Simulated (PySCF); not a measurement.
Compound: C4H5NO.
Structure used (PBE0-D3(BJ)/def2-SVP), in Å, numbered top down from 1:
```
atom  x, y, z in Å
O1    -2.1441   -0.9625   -1.2969
C2    -2.0439   -0.1869   -0.3739
N3    -0.8805    0.2093    0.1999
C4     0.4099   -0.2562   -0.2299
C5     1.6056    0.6187   -0.0952
C6     1.5270   -0.3755    0.7455
H7    -2.9302    0.2929    0.1103
H8    -0.9206    0.8651    0.9707
H9     0.2823   -0.9538   -1.0668
H10    2.1295    1.5015   -0.4568
H11    1.9376   -0.9227    1.5919
```

Computed, not measured: core-valence-separated Tamm–Dancoff BHandHLYP/aug-pcX-1 (pcseg-1 on H) in PySCF, non-relativistic, gas phase, PBE0-D3(BJ)/def2-SVP geometry. No empirical shift is added; at this level the pattern usually sits a few eV under experiment.

(1) What does the N 1s absorption edge look like?

(2) What does the O 1s absorption edge look like?

(3) List the carbon K-edge absorption lines.

Answers

(1) 
```tsv
E (eV)	f	core hole on	main final orbital
399.97	0.0270	N3	LUMO+5 (64 %)
400.22	0.0251	N3	LUMO+1 (43 %)
401.21	0.0026	N3	LUMO (92 %)
402.42	0.0028	N3	LUMO+2/LUMO+3 (2 roots, f summed)
402.56	0.0008	N3	LUMO+4 (70 %)
402.84	0.0043	N3	LUMO+6 (47 %)
```

The first line with a tenth or more of the strongest one's intensity is at 399.97 eV (f = 0.027), with the hole on N3 (amide nitrogen). It is also the strongest listed.

(2) 
```
E (eV)       f  core hole on                 main final orbital                        polarisation
529.46  0.0428            O1                      LUMO+5 (51 %)  normal to the local trigonal plane
532.95  0.0016            O1                      LUMO+1 (37 %)         in the local trigonal plane
533.38  0.0003            O1                      LUMO+4 (48 %)                                   –
533.43  0.0001            O1                        LUMO (86 %)                                   –
533.84  0.0020            O1  LUMO+1/LUMO+3 (2 roots, f summed)                               mixed
534.27  0.0024            O1                      LUMO+6 (40 %)         in the local trigonal plane
```

The first line with a tenth or more of the strongest one's intensity is at 529.46 eV (f = 0.043), with the hole on O1 (amide oxygen), polarised normal to the local trigonal plane: a 1s→π* resonance. It is also the strongest listed.

(3) 
```csv
E (eV),f,core hole on,main final orbital,polarisation
282.82,0.1212,C5/C6,"LUMO (2 roots, f summed)",–
284.78,0.0829,C2,LUMO+5 (41 %),normal to the local trigonal plane
286.36,0.0001,C4,LUMO (94 %),–
286.42,0.0226,C5/C6,"LUMO+1 (2 roots, f summed)",–
287.26,0.0211,C5/C6,"LUMO+1 (2 roots, f summed)",–
287.42,0.0037,C5/C6,"LUMO+3 (2 roots, f summed)",–
287.62,0.0156,C5/C6,"LUMO+2/LUMO+4 (2 roots, f summed)",–
287.65,0.0379,C4,LUMO+5 (36 %),–
287.92,0.0273,C5/C6,"LUMO+4 (2 roots, f summed)",–
288.00,0.0109,C4,LUMO+2 (39 %),–
288.03,0.0052,C4,LUMO+4 (37 %),–
288.25,0.0217,C2,LUMO+2 (44 %),in the local trigonal plane
```

The first line with a tenth or more of the strongest one's intensity is at 282.82 eV (f = 0.121, sum of 2), with the hole on C5/C6 (alkene CH carbon). It is also the strongest listed.

Roots within 0.03 eV whose holes lie on the same, on equivalent or on shared atoms are summed into one line, and the highest roots are left out, as the search may have cut off their partners. Final orbitals are the ground state's empty Kohn–Sham orbitals. A dash: too weak, shared between unlike atoms, or no plane or axis to refer to.

What is the summed oscillator strength of the listed N K lines, and their intensity-weighted mean energy?

Σf = 0.063 over 6 lines from 399.97 to 402.84 eV; the weighted mean is 400.46 eV. The strongest line holds 43 % of the sum.

Only the lowest roots of each edge were sought.

The run took 47 s of wall time on Intel Xeon at 2.50 GHz, one thread, shared host with 64 logical CPUs at a one-minute load of 52, and the process peaked at 0.90 GiB of memory.

One conformer stands for the species.
